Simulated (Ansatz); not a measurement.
**Basis-set limit of HClF, doublet**

```xyz
3

Cl    0.0000    0.0000   -1.2683
H     0.0000    0.0000    0.0877
F     0.0000    0.0000    1.1807
```

Connectivity, by distances: Cl ··· F, 1 bridging H.

Ansatz 0.2.0, UHF determinant, valence electrons correlated. Energies in eV.

```tsv
set	X	functions	Hartree–Fock	MP2 correlation	CCSD(T) correlation	time
def2-TZVPP	3	87	-15223.8267	-12.0195	-13.2639	11 s on 1 × NVIDIA H100 80GB HBM3 with 1 thread of AMD EPYC 7R13 Processor (Zen 3), with other jobs on the host
def2-QZVPP	4	157	-15224.2863	-13.2022	-14.4480	12 s on 1 × NVIDIA H100 80GB HBM3 with 1 thread of AMD EPYC 7R13 Processor (Zen 3), on a shared host
```

Hartree–Fock is taken to follow E(X) = E∞ + A·exp(−7.88·√X), correlation E(X) = E∞ + B·X^−2.97.

Work out the CCSD(T) energy at the limit, and how far the shortcut misses it that extrapolates MP2 and adds CCSD(T) minus MP2 from the smaller set.

Hartree–Fock: E∞ = E4 + 0.1377·(E4 − E3) = -15224.3496. Correlation: E∞ = E4 + 0.7407·(E4 − E3) = -15.3251 for CCSD(T) and -14.0783 for MP2. The limit is -15239.6746 eV, 0.940 eV below def2-QZVPP. The shortcut gives a correlation energy of -14.0783 + (-1.2444) = -15.3226, 2 meV higher than the direct value.

Past Ne part of the Hartree–Fock step between the two sets comes from the cores, which don't follow the formula, so the 63 meV that it adds to the total can overshoot; that part largely cancels in differences.
